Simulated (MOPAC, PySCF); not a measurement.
H3N, SMILES `N`, neutral singlet in the gas phase. 

Z-matrix (Å, degrees):
```
N
H 1 1.0227
H 1 1.0227 2 105.14
H 1 1.0227 2 105.14 3 110.71
```
Charge 0, multiplicity 1.

All levels are single points at this geometry (B3LYP-D3(BJ)/def2-SVP); Pople sets use spherical d functions. Orbital energies aren't observables, and empty levels follow the basis.

```csv
level,HOMO (eV),LUMO (eV),gap (eV),dipole (D),"vertical IE, Delta-SCF (eV)"
PBE-D3(BJ)/def2-TZVP in PySCF,-6.07,0.18,6.26,1.75,10.98
ωB97X-D3(BJ)/def2-TZVP in PySCF,-10.38,2.80,13.18,1.80,11.07
HF/3-21G in PySCF,-11.13,7.19,18.32,2.26,–
AM1 in MOPAC,-10.75,4.15,14.90,1.96,–
PM6 in MOPAC,-10.30,4.36,14.66,2.40,–
PM7 in MOPAC,-10.58,4.51,15.09,2.50,–
```
